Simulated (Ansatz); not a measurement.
System: BiTeI (P3m1, No. 156; cell taken from a computed entry). Method: HSE06 (Ansatz, a first-principles code, PAW).

Settings: plane-wave cutoff 460 eV, 6×6×4 k mesh (along the axes of the cell as run), Fermi–Dirac smearing 0.01 eV, scalar-relativistic PAW data made under PBE.

Cell (relaxed with PBEsol):

```yaml
crystal:
  lattice:
    - [4.33599, 0.00000, 0.00000]
    - [-2.16799, 3.75508, 0.00000]
    - [0.00000, 0.00000, 6.88129]
  atoms:
    - { symbol: Bi, position: [0.00000, 0.00000, 0.92158] }
    - { symbol: Te, position: [0.66667, 0.33333, 0.67383] }
    - { symbol: I, position: [0.33333, 0.66667, 0.22390] }
```

What does this level give for the band gap, smallest direct gap on the k points sampled and direct gap at Γ?


band gap: 1.65 eV
smallest direct gap on the k points sampled: 1.66 eV
direct gap at Γ: 3.00 eV

Note: cell and atoms aren't relaxed at this level (pressure 1.0 GPa).

Spin–orbit coupling is not included; with these elements it can move the gap by several tenths of an eV or more.

Cost on a shared machine: about 5 core-minutes (a rough figure).
